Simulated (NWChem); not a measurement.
Correlation energy of fluorine (F2)

```xyz
2

F      0.0000     0.0000     0.6882
F      0.0000     0.0000    -0.6882
```
Charge 0, spin multiplicity 1.

All runs are NWChem calculations. All single points use one geometry, from PBE0/def2-SVP, a minimum by its harmonic frequencies.

Basis set: cc-pVTZ. Each correlation energy counts from its own Hartree-Fock reference.

The correlated methods keep 2 core orbitals frozen. Coupled-cluster values serve here as a point of comparison, not as the truth.

| method | correlation energy (mHa) |
|---|---|
| RI-MP2 | -518.4 |
| MP2 | -518.4 |
| SCS-MP2 | ? |
| CCSD | ? |
| CCSD+T(CCSD) | -539.9 |
| CCSD(T) | -539.2 |
| CR-CCSD[T] | -536.9 |
| CR-CCSD(T) | -536.3 |

Question: Fill in the missing entries.

Answer: 
- SCS-MP2, correlation energy (mHa): -508.5
- CCSD, correlation energy (mHa): -522.1
